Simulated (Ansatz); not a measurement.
A made-up structure of Al2H2F, doublet:

```xyz
5
angstrom
F -2.1293 -0.1448 0.4621
Al -0.5966 -0.6833 0.1235
Al 1.0291 1.1099 -0.7355
H 1.1336 0.8928 -2.2362
H 2.1027 1.9778 0.0756
```

It is relaxed with PBE-D4/def2-SVP and then PBE0-D4/def2-TZVP (Ansatz 0.2.0). Atoms count as bonded within 1.22 times the sum of their covalent radii (H–H: 0.88 Å). The end point is not checked to be a true minimum.

Task: Does its bonding change? (A judgement: the text doesn't fix the answer.)

Result: By the calculation: No: no bond forms or breaks.

Where it ends: The first stage lowers the energy by 0.19 eV in 8 steps. It ends as Al₂H₂F ([F][Al][AlH2]):
F1  (-2.261, -0.384, 0.624)
Al2  (-0.666, -0.455, 0.189)
Al3  (1.016, 1.206, -0.862)
H4  (1.359, 0.961, -2.396)
H5  (2.091, 1.824, 0.135)
(Å)

Labels in which every atom is bracketed show which atoms are joined, not bond orders.

For scale, one of the runs: PBE0-D4/def2-TZVP relaxation, 117 basis functions, launched by `ansatz run in.yaml --threads 2 --pin off --events-out ev --progress --plain --max-ram 4352MiB`. The run took about 18 s on 2 CPU threads of an Arm Neoverse V2 (shared host).
